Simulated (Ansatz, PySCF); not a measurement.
Species: propyl chloride, C$_{3}$H$_{7}$Cl, charge 0, multiplicity 1. 
Coordinates optimised at B3LYP-D3(BJ)/def2-TZVP (Ansatz, an electronic-structure program):
```xyz
11

C      0.8999    -0.6398     0.0082
C      2.3773    -0.2490     0.0173
C      0.0078     0.5856    -0.0017
H      0.6640    -1.2462     0.8852
H      0.6762    -1.2516    -0.8683
H      3.0115    -1.1363     0.0244
Cl    -1.7445     0.1396    -0.0126
H      2.6384     0.3393    -0.8652
H      2.6261     0.3447     0.8998
H      0.1587     1.2011     0.8831
H      0.1710     1.1957    -0.8881
```

PBE beside other levels, property by property. Valence correlation only, unless marked. Open shells are spin-unrestricted. Spin-orbit coupling is left out. Non-relativistic. CBS(X,Y): correlation extrapolated as X^-3; Hartree-Fock from the larger set. The bracket is a focal-point correction in the basis named. Rows marked 298 K are enthalpies with B3LYP-D3(BJ) harmonic zero-point and thermal terms from PySCF. Enthalpies of formation rest on the atoms' values in the G2/97 table (older ones for B and Si), with no core term in the frozen-core levels. The coupled-cluster column (Ansatz) is a level with limits of its own: (a) RI-MP2/CBS(cc-pV(T+d)Z,cc-pV(Q+d)Z)+[CCSD(T)-MP2]/cc-pV(D+d)Z; (b) RI-MP2/CBS(cc-pV(T+d)Z,cc-pV(Q+d)Z)+[CCSD(T)-MP2]/cc-pV(T+d)Z.

```tsv
property	r2SCAN/def2-TZVPD (Ansatz)	wB97M-V/def2-TZVPD (Ansatz)	wB97X-V/def2-TZVPD (Ansatz)	coupled cluster	measured
C-H bond dissociation enthalpy, 298 K, to C[CH]CCl + H atom (kcal/mol)	90.3	96.7	96.7	99.3 (a)	-
C-H bond dissociation enthalpy, 298 K, to CC[CH]Cl + H atom (kcal/mol)	91.0	96.8	96.0	98.9 (a)	-
C-Cl bond dissociation enthalpy, 298 K, to [CH2]CC + Cl atom (kcal/mol)	82.0	86.9	86.4	86.7 (b)	-
enthalpy of formation at 298 K by atomisation (kcal/mol)	-31.6	-32.8	-31.8	-32.0 (b)	-31.5
C-H bond dissociation enthalpy, 298 K, to [CH2]CCCl + H atom (kcal/mol)	95.9	101.5	101.2	102.9 (a)	-
C-C bond dissociation enthalpy, 298 K, to [CH2]CCl + [CH3] (CH3) (kcal/mol)	79.9	90.0	90.8	90.3 (b)	-
C-C bond dissociation enthalpy, 298 K, to [CH2]C + [CH2]Cl (kcal/mol)	78.2	87.9	87.8	89.0 (b)	-
```

Measured values: G2/97 table in ASE (Curtiss et al.); they hold spin-orbit effects, and any other conformers, which all levels lack, and core correlation, which the frozen-core levels lack. This is an older compilation, not checked against later work.

Task: What does PBE/def2-TZVPD (Ansatz) give for each property, and on which side of the measured value, or else of coupled cluster, does it fall?

Result: 
- C-H bond dissociation enthalpy, 298 K, to C[CH]CCl + H atom: PBE lies 8.5 kcal/mol below coupled cluster; PBE gives 90.8 kcal/mol.
- C-H bond dissociation enthalpy, 298 K, to CC[CH]Cl + H atom: PBE lies 7.3 kcal/mol below coupled cluster; PBE gives 91.6 kcal/mol.
- C-Cl bond dissociation enthalpy, 298 K, to [CH2]CC + Cl atom: PBE lies 0.4 kcal/mol below coupled cluster; PBE gives 86.3 kcal/mol.
- enthalpy of formation at 298 K by atomisation: PBE lies 12.2 kcal/mol below the measured value; PBE gives -43.7 kcal/mol.
- C-H bond dissociation enthalpy, 298 K, to [CH2]CCCl + H atom: PBE lies 5.5 kcal/mol below coupled cluster; PBE gives 97.4 kcal/mol.
- C-C bond dissociation enthalpy, 298 K, to [CH2]CCl + [CH3] (CH3): PBE lies 4.4 kcal/mol below coupled cluster; PBE gives 85.9 kcal/mol.
- C-C bond dissociation enthalpy, 298 K, to [CH2]C + [CH2]Cl: PBE lies 6.2 kcal/mol below coupled cluster; PBE gives 82.8 kcal/mol.
